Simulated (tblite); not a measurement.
Species: C5H8N (doublet state).
Geometry (GFN2-xTB, Å), atoms numbered from 1 in this order:
```
atom  x, y, z in Å
C1    -1.776   -0.999    0.206
C2    -0.660   -0.050    0.398
C3    -1.120    1.168   -0.252
N4    -1.533    2.089   -0.792
C5     0.665   -0.509   -0.234
C6     1.778    0.508   -0.010
H7    -1.850   -1.555   -0.709
H8    -2.618   -0.987    0.870
H9    -0.512    0.180    1.461
H10    0.516   -0.663   -1.305
H11    0.939   -1.468    0.211
H12    1.517    1.464   -0.459
H13    1.950    0.662    1.053
H14    2.704    0.158   -0.459
```

Computed values, GFN2-xTB/tblite, gas phase, harmonic and unscaled. This tight-binding method is rough: wavenumbers can miss measured ones by several per cent, in bad cases by 10 to 20. One conformer, not necessarily the lowest. Open shells enter through the occupations alone, without spin polarisation, and single modes of such species can be off by tens of per cent.

Harmonic wavenumbers (cm⁻¹): 87.2, 138.3, 177.3, 198.8, 242.7, 262.8, 393.5, 501.8, 526.2, 555.9, 794.6, 846.4, 935.0, 974.6, 1070.8, 1094.5, 1137.3, 1138.3, 1207.0, 1241.7, 1274.7, 1332.8, 1390.3, 1418.8, 1484.8, 1501.0, 1501.9, 2379.9, 2899.1, 2977.4, 2990.2, 3029.1, 3035.5, 3042.8, 3134.7, 3179.7.

A = 4647, B = 3110, C = 2035 MHz; mass 82.066 u (most abundant isotopes); point group C1, symmetry number 1; spin multiplicity 2.

Problem. What is the zero-point energy?

Solution. Half the sum of the wavenumbers: 25049 cm⁻¹ = 299.65 kJ/mol.

Problem. What is S at 273.15 K and 1 bar for an ideal gas of classical rigid rotors and harmonic oscillators?

Solution. Translation 162.00, rotation 111.01, vibration 69.36, spin (R ln 2) 5.76: S = 348.1 J/(mol K).

Problem. And Cp and H(273.15 K) − H(0)?

Solution. Cp = 111.99 J/(mol K), of which vibrations give 78.73 (their classical limit is 36 R = 299.3); H(273.15 K) − H(0) = 19.87 kJ/mol without the zero-point energy, 10.79 from vibrations.

Problem. What must be added to the electronic energy to get the Gibbs energy at 273.15 K and 1 bar?

Solution. ZPE + [H(273.15 K) − H(0)] − T·S = 299.65 + 19.87 − 95.09 = 224.43 kJ/mol.

Problem. How do the functions run with temperature in this model?

Solution. 
```csv
T (K),S (J/(mol K)),Cp (J/(mol K)),H − H(0) (kJ/mol),G − H(0) (kJ/mol),ln q(vib)
100,263.0,63.8,4.52,-21.78,0.68
200,316.4,92.5,12.40,-50.89,2.32
300,359.0,119.3,22.98,-84.71,4.06
500,432.2,169.8,52.09,-164.02,7.51
800,524.2,221.7,111.43,-307.96,12.47
1000,576.4,245.3,158.24,-418.13,15.57
```

q(vib) and H(0) count from the zero-point level.

Problem. Blend soft modes into free rotors: weight 1/[1 + (100 cm⁻¹/ν̃)⁴] for the oscillator and the rest for a rotor with moment μB/(μ + B), μ = h/(8π²ν), B = 10⁻⁴⁴ kg m². What vibrational entropy results?

Solution. 67.56 J/(mol K) in place of 69.36, which changes −T·S at 273.15 K by +0.49 kJ/mol.

Problem. Which modes carry the vibrational entropy at 273.15 K?

Solution. 87.2 cm⁻¹: 14.86; 138.3 cm⁻¹: 11.13; 177.3 cm⁻¹: 9.18; 198.8 cm⁻¹: 8.30; 242.7 cm⁻¹: 6.82; 262.8 cm⁻¹: 6.24 J/(mol K); the other 30 give 12.83 together.

Hindered rotation and anharmonicity are outside this model. Other conformers, if any are populated, would add a mixing term that is left out. The structure is chiral; the term R ln 2 for an equal mix with its mirror image is left out.
